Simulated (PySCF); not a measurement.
Identify the unknown among the candidates.

All candidates are C5H10O.

- Triplet: lowest triplet excitation (Tamm–Dancoff): 4.47 eV [TDA CAM-B3LYP/def2-SVPD]
- Rotational structure: rotational constants A, B, C: 16.009, 1.378, 1.331 GHz [GFN2-xTB]
- Dipole: 1.25 D [CAM-B3LYP/def2-SVPD]
- UV, strongest line: among the 8 lowest singlet transitions: S4 at 7.78 eV (159 nm, f = 0.366) [TDDFT CAM-B3LYP/def2-SVPD]
- UV, first state: lowest singlet excitation: 7.04 eV (176 nm, f = 0.098) [TDDFT CAM-B3LYP/def2-SVPD]
- Polarisability: 68.5 au [CAM-B3LYP/def2-SVPD]

The electronic properties come from PySCF, for the isolated species, density fitting. Levels stand in brackets. The structure is a single GFN2-xTB conformer in the gas phase; no vibrational or solvent corrections.

Question: Which candidate is it?
A. `C=CCOCC`
B. `C=C[C@H](C)OC`
C. `CC(=O)C(C)C`

Answer: A. It is `C=CCOCC`. Numbering: `[CH2:1]=[CH:2][CH2:3][O:4][CH2:5][CH3:6]`. Its formula, C5H10O, gives 1 degree of unsaturation: 0 rings and 1 π bond in the structure found. The optimised geometry has point group C1 and is an asymmetric top.

The others, at the same levels:
- `CC(=O)C(C)C` fails: its computed lowest singlet excitation is 4.50 eV (276 nm, f = 0.000) (against 7.04 eV), lowest triplet excitation (Tamm–Dancoff) is 3.94 eV (against 4.47 eV) and static isotropic polarisability is 63.4 au (against 68.5 au).
- `C=C[C@H](C)OC` fails: its computed lowest singlet excitation is 6.78 eV (183 nm, f = 0.004) (against 7.04 eV), strongest line among the 8 lowest singlet transitions is S3 at 7.56 eV (164 nm, f = 0.230) (against S4 at 7.78 eV) and rotational constant A is 4.202 GHz (against 16.009 GHz).

Each candidate is one conformer, not necessarily the lowest. The conformers computed, where there is a choice (atom-mapped SMILES and torsion angles):
- `[CH2:1]=[CH:2][CH2:3][O:4][CH2:5][CH3:6]`: C1–C2–C3–O4 -141°, C2–C3–O4–C5 -178°, C3–O4–C5–C6 -179°
- `[CH3:1][C:2](=[O:3])[CH:4]([CH3:5])[CH3:6]`: C1–C2–C4–C5 149°
- `[CH2:1]=[CH:2][C@H:3]([CH3:4])[O:5][CH3:6]`: C1–C2–C3–C4 -114°, C2–C3–O5–C6 -68°
